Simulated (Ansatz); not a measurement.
# HAl–AlH⁺, doublet: the ladder up to full CI

Geometry: that of the HAl–AlH, triplet, kept fixed.

```xyz
4

Al    0.0000    0.0000    1.1500
Al    0.0000    0.0000   -1.1500
H     0.0000    0.0000    2.7245
H     0.0000    0.0000   -2.7245
```

Basis 6-31G; Ansatz 0.2.0. Correlated methods freeze the noble-gas cores, which leaves 7 electrons in 20 orbitals. Prefix R: restricted or restricted open-shell reference; prefix U: unrestricted. Active spaces: valence = (7e, 10o) chosen from the atoms' valence shells.

Full CI is exact within this basis and frozen core; it isn't the basis-set limit. The frozen core follows each run's orbitals, which can shift R against U totals by a few meV.

For open shells CISD and CISDTQ are restricted-active-space CI with the open shells as a complete middle space.

The UHF ⟨S²⟩ is 0.759 and the T1 diagnostic (RCCSD) is 0.0176. The largest doubles amplitude (RCCSD) is 0.071 and the T1 diagnostic (UCCSD) is 0.0136.

| level | E − E(RHF) (eV) |
| --- | --- |
| UHF | -0.0259 |
| RMP2 | -1.3434 |
| UMP2 | -1.3519 |
| RCCSD | -1.9751 |
| UCCSD | -1.9758 |
| RCCSD(T) | -2.0111 |
| UCCSD(T) | -2.0113 |

(1) Estimate how far full CI in 6-31G lies from RCCSD(T). The table doesn't fix it; the size of (T) and the diagnostics are the guide.

(1) Full CI in 6-31G lies 0.79 mEh below RCCSD(T), which is 60 % of the (T) step (-1.33 mEh). The diagnostics give no warning, yet the rest is a sizeable part of (T).

The other levels:

```
                   level  E − E(full CI) (mEh)  share of correlation (%)  wall time
                    CISD                  4.90                     93.45      1.9 s
                 BCCD(T)                  0.76                     98.98      2.7 s
                  RCCSDT                  0.09                     99.88          –
                  UCCSDT                  0.09                     99.88          –
                  CISDTQ                  0.12                     99.84       12 s
               RCCSDT(Q)                  0.03                     99.96        8 s
               UCCSDT(Q)                  0.03                     99.97        8 s
                 RCCSDTQ                  0.00                    100.00       48 s
                 UCCSDTQ                  0.00                    100.00       47 s
  CASSCF (valence space)                 11.27                     84.92          –
  NEVPT2 (valence space)                  3.63                     95.14       11 s
  MRCISD (valence space)                  0.23                     99.69          –
MRCISD+Q (valence space)                  0.12                     99.84       19 s
```

The correlation energy at full CI, counted from RHF, is -2.033 eV. That run took 23 s on 1 thread of Intel Xeon, shared host over 690,346 determinants.

Times hold each run's SCF and search for its determinant on a shared host, so for small cases they say little of a method's own cost; they ran on 1 thread of Intel Xeon.

The full-CI state has the irrep B3u of D2h, in the program's axes (one component, if the state is degenerate).

Natural occupations of full CI about the gap: 1.959 1.952 1.944 0.982 0.062 0.030 0.024 0.016 0.010 0.007; effectively unpaired electrons, Σ n²(2−n)², 1.05.
